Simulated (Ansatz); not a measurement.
**C2HS− (SMILES [CH-]=C=S): one structure at several levels**

The task here is to estimate one member of a computed series from the others.

Computed with Ansatz 0.2.0, Gaussian basis. Level: single points in def2-TZVPPD.

Correlated methods freeze the cores. B3LYP uses VWN-RPA correlation.

## The starting structure

SMILES `[CH-]=C=S`, 4 atoms, charge -1, spin multiplicity 1.

Atoms are counted from 1 here; the program's logs count them from 0.

Bond lengths: C1–C2 1.043 Å, C1–H4 1.206 Å, C2–S3 1.724 Å. Angles: C2–C1–H4 150.7°, C1–C2–S3 158.4°.

Geometry (Å):

```tsv
atom	x (Å)	y (Å)	z (Å)
C1	-0.4058	0.3723	-0.2436
C2	0.3068	-0.2947	0.1227
S3	0.9529	-1.7612	0.7577
H4	-0.7076	1.4568	-0.6769
```

The first run:

Contents of run/in.yaml:

```yaml
crystal:
  periodic: [false, false, false]
  atoms:
    - {symbol: C, position_ang: [-0.405800, 0.372300, -0.243600]}
    - {symbol: C, position_ang: [0.306800, -0.294700, 0.122700]}
    - {symbol: S, position_ang: [0.952900, -1.761200, 0.757700]}
    - {symbol: H, position_ang: [-0.707600, 1.456800, -0.676900]}
basis:
  gaussian: {orbitals: "def2-TZVPPD.json"}
total_charge: -1
correlation: {method: ccsd_t}
output: {forces: true}
```

The basis file named in the input lies beside it (Basis Set Exchange, JSON).

The command line of these runs was not kept.

Steps of the session up to this table: CCSD(T)/def2-TZVPPD; PBE0-D4/def2-TZVPPD; wB97M-V/def2-TZVPPD; r2SCAN-D4/def2-TZVPPD; PBE-D4/def2-TZVPPD; B3LYP-D4/def2-TZVPPD; BLYP-D4/def2-TZVPPD.

One of the session's tables, all rows but one given; the rest of the session is left out.

```
   method  RMS force component (eV/Å)  angle to CCSD(T) forces (°)
  CCSD(T)                      13.581                    reference
  PBE0-D4                      13.248                          0.9
  wB97M-V                      13.006                          0.6
r2SCAN-D4                      13.393                          0.9
   PBE-D4                           ?                            ?
 B3LYP-D4                      13.065                          0.5
  BLYP-D4                      13.313                          0.5
```

Q: Estimate the row for PBE-D4 from the others.

The run gave: RMS force component (eV/Å): 13.540; angle to CCSD(T) forces (°): 0.8. In the column «RMS force component (eV/Å)» it lies between r2SCAN-D4 (13.393) and CCSD(T) (13.581).
